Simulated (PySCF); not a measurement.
C3H8O, SMILES CCOC. Geometry: B3LYP-D3(BJ)/def2-SVP. The values are those of a single conformer.

These are B3LYP-D3(BJ)/def2-SVP (PySCF 2.14.0) values and carry that method's errors.

Harmonic wavenumbers (cm⁻¹): 100, 204, 253, 381, 465, 804, 862, 1011, 1090, 1140, 1176, 1212, 1235, 1330, 1378, 1410, 1455, 1457, 1467, 1473, 1482, 1498, 2956, 2965, 3017, 3033, 3076, 3115, 3116, 3122. Rotational constants (GHz): 16.10, 5.121, 4.473; symmetry number 1.

Problem. Work out the zero-point energy and the ideal-gas rigid-rotor harmonic-oscillator thermochemistry at 298.15 K and 1 atm.

Solution. ZPE = ½ Σ hcν = ½ × 47286 cm⁻¹ = 282.83 kJ/mol. H − E(el) = 299.78 kJ/mol. Entropy in J/(mol K): translation 159.83, rotation 101.59, vibration 41.35, total 302.77. G − E(el) = 209.51 kJ/mol. Cp = 83.16 J/(mol K). Modes under 150 cm⁻¹ make the vibrational entropy uncertain.
